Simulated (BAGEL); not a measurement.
# C3H3F (SMILES C=C[C]F): UHF/aug-cc-pVDZ (density fitting with qzvpp-jkfit)

Aim: the vertical ionisation energy of C3H3F at UHF/aug-cc-pVDZ (density fitting with qzvpp-jkfit), from 2 runs. 

The calculation is run with BAGEL 1.2.2.

**1. Starting point**

The species is C3H3F (7 atoms), meant as a triplet with charge 0. As SMILES, `C=C[C]F`. The coordinates come from a GFN2-xTB relaxation.

Bond lengths: C1–C2 1.381 Å, C2–C3 1.354 Å, C3–F4 1.321 Å, C1–H5 1.074 Å, C1–H6 1.074 Å, C2–H7 1.081 Å. Angles: C1–C2–C3 125.0°, C2–C3–F4 129.5°, C1–C2–H7 119.1°, C3–C2–H7 115.9°, C2–C1–H5 121.2°, C2–C1–H6 120.2°, H5–C1–H6 118.6°.

**2. The energy at UHF/aug-cc-pVDZ (density fitting with qzvpp-jkfit)**

input.json

```json
{ "bagel" : [

{
  "title" : "molecule",
  "basis" : "aug-cc-pvdz.json",
  "df_basis" : "qzvpp-jkfit",
  "angstrom" : "true",
  "geometry" : [
    { "atom" : "C", "xyz" : [      -0.055490,       0.877360,      -0.361910 ] },
    { "atom" : "C", "xyz" : [       0.214470,      -0.103660,       0.571450 ] },
    { "atom" : "C", "xyz" : [       0.010420,      -1.429420,       0.386220 ] },
    { "atom" : "F", "xyz" : [      -0.467430,      -2.066430,      -0.667960 ] },
    { "atom" : "H", "xyz" : [      -0.459790,       0.631190,      -1.326290 ] },
    { "atom" : "H", "xyz" : [       0.137690,       1.908930,      -0.133130 ] },
    { "atom" : "H", "xyz" : [       0.620120,       0.182030,       1.531620 ] }
  ]
},

{ "title" : "uhf", "nopen" : 2 },

{ "title" : "print", "file" : "orbitals.molden", "orbitals" : "true" }

]}
```

The basis set aug-cc-pVDZ is read from a file made from the Basis Set Exchange's data (not shown).

Command:

```sh
$ BAGEL_NUM_THREADS=1 BAGEL input.json > input.out
```

The log of the run:

```text
* using 1 threads per process

  ===============================================================
  ===============================================================

  *** Geometry ***

  { "atom" : "C", "xyz" : [     -0.104861,      1.657970,     -0.683911 ] },
  { "atom" : "C", "xyz" : [      0.405290,     -0.195889,      1.079884 ] },
  { "atom" : "C", "xyz" : [      0.019691,     -2.701212,      0.729850 ] },
  { "atom" : "F", "xyz" : [     -0.883315,     -3.904987,     -1.262261 ] },
  { "atom" : "H", "xyz" : [     -0.868877,      1.192776,     -2.506325 ] },
  { "atom" : "H", "xyz" : [      0.260196,      3.607355,     -0.251579 ] },
  { "atom" : "H", "xyz" : [      1.171857,      0.343987,      2.894342 ] },

  Number of auxiliary basis functions:      356

  Since a DF basis is specified, we compute 2- and 3-index integrals:
    o Being stored without compression. Storage requirement is 0.040 GB

  Number of basis functions:      119
  Number of electrons      :       30

    * METHOD: MOLECULE                             0.58

  *** Open-shell HF ***

  === Nuclear Repulsion ===
   100.6677660901

      * DIIS with orbital gradients will be used.

  === UHF iteration (aug-cc-pvdz.json) ===
      0       -214.40810186          0.03286890           0.26
      1       -214.59734725          0.02323866           0.30
      2       -214.66055405          0.01288423           0.26
      3       -214.69468871          0.00201792           0.30
      4       -214.70022784          0.00101410           0.37
      5       -214.70245151          0.00053047           0.35
      6       -214.70374361          0.00019526           0.53
      7       -214.70397718          0.00007312           0.36
      8       -214.70400577          0.00003275           0.22
      9       -214.70401475          0.00001134           0.34
     10       -214.70401591          0.00000464           0.33
     11       -214.70401613          0.00000187           0.29
     12       -214.70401617          0.00000084           0.28
     13       -214.70401618          0.00000046           0.25
     14       -214.70401618          0.00000028           0.24
     15       -214.70401618          0.00000013           0.28
     16       -214.70401618          0.00000006           0.24
     17       -214.70401618          0.00000003           0.29
     18       -214.70401618          0.00000002           0.39
     19       -214.70401618          0.00000001           0.30
    * SCF iteration converged.

    * S^2 (UHF) is 2.2131

    * Permanent dipole moment:
           (   -0.157408,    -0.537731,    -0.264607) a.u.

    * METHOD: UHF                                  6.64

    * METHOD: PRINT                                0.03

  ===============================================================
```

Run time: 8.1 s. Hardware: 1 thread of Intel Xeon at 2.50GHz (Skylake/Cascade Lake), shared host.

**3. The doublet cation**

input.json, as its differences from that of step 2:

```diff
@@ -6,3 +6,3 @@
   "df_basis" : "qzvpp-jkfit",
-  "angstrom" : "true",
+  "angstrom" : true,
   "geometry" : [
@@ -18,5 +18,13 @@
 
-{ "title" : "uhf", "nopen" : 2 },
+{
+  "title" : "uhf",
+  "charge" : 1,
+  "nopen" : 1
+},
 
-{ "title" : "print", "file" : "orbitals.molden", "orbitals" : "true" }
+{
+  "title" : "print",
+  "file" : "orbitals.molden",
+  "orbitals" : true
+}
```

The basis set aug-cc-pVDZ is read from a file made from the Basis Set Exchange's data (not shown).

Command:

```sh
$ BAGEL_NUM_THREADS=1 BAGEL input.json > input.out
```

The log of the run:

```text
* using 1 threads per process

  ===============================================================
  ===============================================================

  *** Geometry ***

  { "atom" : "C", "xyz" : [     -0.104861,      1.657970,     -0.683911 ] },
  { "atom" : "C", "xyz" : [      0.405290,     -0.195889,      1.079884 ] },
  { "atom" : "C", "xyz" : [      0.019691,     -2.701212,      0.729850 ] },
  { "atom" : "F", "xyz" : [     -0.883315,     -3.904987,     -1.262261 ] },
  { "atom" : "H", "xyz" : [     -0.868877,      1.192776,     -2.506325 ] },
  { "atom" : "H", "xyz" : [      0.260196,      3.607355,     -0.251579 ] },
  { "atom" : "H", "xyz" : [      1.171857,      0.343987,      2.894342 ] },

  Number of auxiliary basis functions:      356

  Since a DF basis is specified, we compute 2- and 3-index integrals:
    o Being stored without compression. Storage requirement is 0.040 GB

  Number of basis functions:      119
  Number of electrons      :       30

    * METHOD: MOLECULE                             0.46

  *** Open-shell HF ***

  === Nuclear Repulsion ===
   100.6677660901

      * DIIS with orbital gradients will be used.

  === UHF iteration (aug-cc-pvdz.json) ===
      0       -214.18024035          0.02927702           0.22
      1       -214.31818925          0.02209029           0.23
      2       -214.36378921          0.01452849           0.24
      3       -214.40169495          0.00179914           0.25
      4       -214.40354936          0.00082321           0.29
      5       -214.40409971          0.00034149           0.24
      6       -214.40460368          0.00013314           0.23
      7       -214.40492939          0.00009995           0.21
      8       -214.40513517          0.00009195           0.22
      9       -214.40550583          0.00009554           0.25
     10       -214.40561473          0.00009162           0.25
     11       -214.40565129          0.00009165           0.24
     12       -214.40586565          0.00008826           0.21
     13       -214.40595777          0.00008795           0.23
     14       -214.40650830          0.00011497           0.22
     15       -214.40468048          0.00021888           0.22
     16       -214.40611356          0.00012474           0.20
     17       -214.40623700          0.00018780           0.22
     18       -214.40709443          0.00034018           0.25
     19       -214.40735715          0.00049405           0.20
     20       -214.40737732          0.00030968           0.20
     21       -214.40733740          0.00016364           0.25
     22       -214.40730850          0.00005173           0.24
     23       -214.40740950          0.00001194           0.25
     24       -214.40742567          0.00001586           0.26
     25       -214.40742653          0.00001399           0.26
     26       -214.40742176          0.00000923           0.25
     27       -214.40742661          0.00000240           0.21
     28       -214.40742655          0.00000233           0.29
     29       -214.40742660          0.00000210           0.26
     30       -214.40742669          0.00000129           0.23
     31       -214.40742673          0.00000065           0.22
     32       -214.40742674          0.00000021           0.26
     33       -214.40742674          0.00000011           0.25
     34       -214.40742674          0.00000002           0.20
     35       -214.40742674          0.00000001           0.26
     36       -214.40742674          0.00000001           0.27
    * SCF iteration converged.

    * S^2 (UHF) is 1.0155

    * Permanent dipole moment:
           (   -0.296420,    -1.426017,    -0.394509) a.u.

    * METHOD: UHF                                  9.15

    * METHOD: PRINT                                0.03

  ===============================================================
```

Run time: 10 s. Hardware: 1 thread of Intel Xeon at 2.50GHz (Skylake/Cascade Lake), shared host.

**4. Outcome**

At UHF/aug-cc-pVDZ (density fitting with qzvpp-jkfit):

```
                                          quantity          value
                       triplet C3H3F: total energy  -214.70402 Eh
                      triplet C3H3F: dipole moment         1.57 D
                               triplet C3H3F: ⟨S²⟩          2.213
                      doublet cation: total energy  -214.40743 Eh
                              doublet cation: ⟨S²⟩          1.016
vertical ionisation energy (to the doublet cation)       8.071 eV
```

**Reading.** Removing an electron at fixed nuclei costs 8.07 eV (779 kJ/mol). ⟨S²⟩ (triplet C3H3F) is 2.21 where a pure triplet has 2.00: the reference is spin-contaminated. ⟨S²⟩ (doublet cation) is 1.02 where a pure doublet has 0.75: the reference is spin-contaminated.
